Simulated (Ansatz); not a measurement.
Molecule: C2F3N (charge 0, singlet). SMILES: N#CC(F)(F)F
Coordinates optimised at B3LYP-D3(BJ)/def2-TZVP (Ansatz, a first-principles code):
```
C
F 1 1.3355
F 1 1.3355 2 108.66
F 1 1.3355 2 108.66 3 -118.06
C 1 1.4814 2 110.27 4 -120.97
N 5 1.1466 4 147.20 1 -180.00
```

Property: vertical triplet-singlet gap, E(triplet) - E(singlet), in eV. Conventions: no dispersion term unless named; 6-311+G** with 5d; open shells spin-unrestricted; six Cartesian d functions in 6-31G* and its kin unless marked 5d; each state is the SCF solution reached for its charge and spin; no spin-orbit coupling; non-relativistic. Ab initio and DFT rows: single points at B3LYP-D3(BJ) geometries (Ansatz). Levels can end on unlike triplets.

```tsv
level	program	vertical triplet-singlet gap, E(triplet) - E(singlet) (eV)
B3LYP/STO-3G	Ansatz	7.44
B3LYP/3-21G	Ansatz	6.86
B3LYP/6-31G*	Ansatz	6.56
B3LYP/6-311+G**	Ansatz	6.50
B3LYP/def2-TZVPD	Ansatz	6.47
```

No value to compare with is used here. The 4 habitual levels span 6.50 (B3LYP/6-311+G**) to 7.44 eV (B3LYP/STO-3G); B3LYP/def2-TZVPD gives 6.47.

The sets are all those run for this method; left out are runs that failed, that the program found above a lower state of the same kind, or whose <S^2> lies over 0.5 above the pure value.
